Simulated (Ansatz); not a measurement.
C4H8O can be A, `CC(C)=CO`, or B, `OCC1CC1`.

Calculated with Ansatz (gas phase, PBE0-D4/def2-TZVP geometries, no zero-point term in ΔE). CCSD(T)/CBS adds triple-zeta CCSD(T) − MP2 to the extrapolated MP2 energy (def2 sets, frozen cores). DFT in def2-TZVPP. Each species was taken in one conformer, which may not be the lowest.

(1) Which is lower in electronic energy at CCSD(T)/CBS, and by how much? (Best estimate.)

(2) Give E(B) − E(A) in kcal/mol with CCSD(T)/def2-TZVPP, MP2/def2-TZVPP, ωB97M-V, B2PLYP, PBE0-D4, CCSD/def2-TZVPP, r2SCAN-D4. (Best estimate.)

Largest T1 diagnostic: 0.011.

## Answers

(1) The calculation gave: A, by 11.8 kcal/mol.

(2) The calculation gave: CCSD(T)/def2-TZVPP 11.3, MP2/def2-TZVPP 9.6, ωB97M-V 10.6, B2PLYP 12.9, PBE0-D4 9.8, CCSD/def2-TZVPP 10.8, r2SCAN-D4 11.8. None reverses the order clearly.

In def2-TZVPP, CCSD(T) changes the Hartree–Fock value by −1.0 kcal/mol (the triples alone add +0.6 kcal/mol) and MP2 by −2.8 kcal/mol. From PBE to PBE0 (25 % exact exchange), in def2-TZVPP and without D4, E(B) − E(A) moves by −2.2 kcal/mol.
